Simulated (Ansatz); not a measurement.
Geometry optimisation, RKS BHLYP-D4/def2-SVP (Ansatz).

input.yaml

```yaml
crystal:
  periodic: [false, false, false]
  atoms:
    - { symbol: Si, position_ang: [-0.089229, -0.174093, -0.062335] }
    - { symbol: H, position_ang: [-0.118362, -0.142534, 1.408535] }
    - { symbol: O, position_ang: [1.461475, -0.211968, -0.627049] }
    - { symbol: H, position_ang: [1.885866, -1.057872, -0.738489] }
    - { symbol: H, position_ang: [-0.767531, 1.028034, -0.567611] }
    - { symbol: H, position_ang: [-0.817685, -1.395859, -0.486306] }
    - { symbol: Cl, position_ang: [1.38468, 2.436723, 1.40497] }
    - { symbol: H, position_ang: [0.971887, 1.28257, 1.908185] }
basis:
  gaussian: { orbitals: def2-SVP }
hamiltonian:
  xc: { name: BHLYP }
  dispersion: d4
relax:
  f_tol: 0.03
  max_steps: 50
output:
  orbitals: {}
```

Run as:

```bash
$ ansatz run input.yaml --threads 1 --pin off --max-ram 2048MiB --backend cpu --events-out ev --progress --plain --runs-dir out
```

Question: Where does it end, and by what steps?

Answer: The run converged. After 22 steps the energy has fallen by 0.356 eV; H8 moved furthest, 1.32 Å.

| step | energy less start (eV) | largest force component (eV/Å) | accepted |
| --- | --- | --- | --- |
| 0 | 0.0000 | 1.231 | yes |
| 1 | -0.0765 | 0.645 | yes |
| 2 | -0.0908 | 0.302 | yes |
| 3 | -0.0980 | 0.143 | yes |
| 4 | -0.1049 | 0.109 | yes |
| 5 | -0.1122 | 0.088 | yes |
| 6 | -0.1034 | 1.156 | no |
| 7 | -0.1204 | 0.142 | yes |
| 8 | -0.1310 | 0.321 | yes |
| 9 | -0.1517 | 0.573 | yes |
| 10 | -0.1851 | 0.939 | yes |
| 11 | -0.2392 | 0.801 | yes |
| 12 | -0.2953 | 0.618 | yes |
| 13 | -0.3382 | 0.299 | yes |
| 14 | -0.3372 | 0.273 | no |
| 15 | -0.3469 | 0.112 | yes |
| 16 | -0.3512 | 0.123 | yes |
| 17 | -0.3510 | 0.399 | no |
| 18 | -0.3534 | 0.050 | yes |
| 19 | -0.3548 | 0.117 | yes |
| 20 | -0.3551 | 0.078 | yes |
| 21 | -0.3555 | 0.036 | yes |
| 22 | -0.3557 | 0.028 | yes |

```xyz
8
Properties=species:S:1:pos:R:3
Si -0.329 -0.316 -0.065
H -0.802 -0.789 1.255
O 1.322 -0.048 -0.045
H 1.908 -0.789 0.086
H -0.942 0.979 -0.405
H -0.663 -1.336 -1.086
Cl 1.679 2.548 1.639
H 1.738 1.515 0.862
```

Whether the end is a true minimum wasn't checked by a vibrational analysis.

Time of the run: 38 s on 1 thread of Intel(R) Xeon(R) 6975P-C (Granite Rapids) (shared host), peak memory 0.15 GiB.
